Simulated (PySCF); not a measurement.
CH₂, SMILES [CH2] (connectivity only; charge and spin as stated), neutral, multiplicity 1.

Geometry: B3LYP-D3(BJ)/def2-TZVPD. The isomer is the one that the SMILES or the coordinates give; other isomers of the formula were not compared.

Two levels are set side by side: TDA-PBE/def2-TZVPD (PySCF) and TDA-LC-ωPBE/def2-TZVPD (PySCF). Vertical, same geometry. The lowest singlet is HOMO→LUMO 99 % with PBE and HOMO→LUMO 98 % with the other functional; states are paired by order. Differences are taken from unrounded values.

```
quantity                               TDA-LC-ωPBE
-------------------------------------  -----------
lowest singlet excitation (eV)                1.59
lowest triplet excitation (TDA) (eV)          4.25
first bright state (f over 0.05) (eV)         6.97
its oscillator strength                       0.12
```

What does TDA-PBE give, and how far is it from TDA-LC-ωPBE? (Estimate from the structure and the level; the computed values follow.)


| quantity | TDA-PBE | TDA-PBE minus TDA-LC-ωPBE |
|---|---|---|
| lowest singlet excitation (eV) | 1.71 | 0.12 |
| lowest triplet excitation (TDA) (eV) | 4.20 | -0.05 |
| first bright state (f over 0.05) (eV) | 5.97 | -1.00 |
| its oscillator strength | 0.12 | 0.00 |

Rough cost on one machine, each run with all the roots and properties that it gave: TDA-LC-ωPBE against TDA-PBE within a factor of 2.
